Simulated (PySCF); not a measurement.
C3H3ClO.
Bonds: O1–C2 (double), C2–C3 (double), C3–C4, C4–Cl5. Hydrogens: H6 on C3; H7, H8 on C4.

Method: PBE0-D3(BJ)/def2-SVP geometry optimisation, gas phase (PySCF).

Q: What internal coordinates does the optimisation give?

A: 
```tsv
bond	length (Å)
O1=C2	1.159
C2=C3	1.321
C3–C4	1.485
C4–Cl5	1.811
C3–H6	1.093
C4–H7, C4–H8	1.097
```

Bonds in one row agree within 0.01 Å and their mean is given. A selection of angles:
```tsv
angle	degrees
O1–C2–C3	178.8
C2–C3–C4	123.0
C2–C3–H6	116.1
C4–C3–H6	120.7
C3–C4–Cl5	113.2
C3–C4–H7	110.8
Cl5–C4–H7	105.6
H7–C4–H8	108.5
```

Dihedral angles: C2–C3–C4–Cl5 100° (anticlinal). The mirror-image conformer, all signs reversed, is as good.

The C–C distances run from 1.321 Å (C2=C3, drawn double) to 1.485 Å (C3–C4, drawn single), a spread of 0.164 Å.

Point group: C1 (no symmetry element, even within 0.4 Å). Whether it is a minimum is left open (no frequencies). One conformer, not necessarily the lowest.

On one thread, Arm Neoverse V1 (shared host), this took 10 s. These figures are those of the optimisation.
